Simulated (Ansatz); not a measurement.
C$_{3}$H$_{2}$S (`C#CC=S`): measurement beside calculation (Ansatz, PBE0-D4/def2-TZVP geometry).

```xyz
6

C     0.5299   -0.5321   -1.3690
C     0.1231   -0.1480   -0.3020
C    -0.3498    0.2693    0.9566
S    -0.7685    1.7869    1.3278
H     0.8882   -0.8540   -2.3189
H    -0.4229   -0.5220    1.7055
```

Measured: 42652.03185 ± 0.0004 MHz (A, ground vibrational state, rotational spectroscopy, fit to earlier laboratory data); 3109.382386 ± 2.8e-05 MHz (B, ground vibrational state, rotational spectroscopy, fit to earlier laboratory data); 2894.26548 ± 2.8e-05 MHz (C, ground vibrational state, rotational spectroscopy, fit to earlier laboratory data). Source: The sulphur saga in TMC-1: Discovery of HCSCN and HCSCCH, 2021 (arxiv:2105.12996).

```csv
constant,measured (MHz),computed (MHz),error (%)
A,42652,43367,1.7
B,3109,3130,0.7
C,2894,2919,0.9
```

Computed constants are equilibrium values for the main isotopes; measured ground-state ones include zero-point motion, which usually lowers them by up to about 1 %.
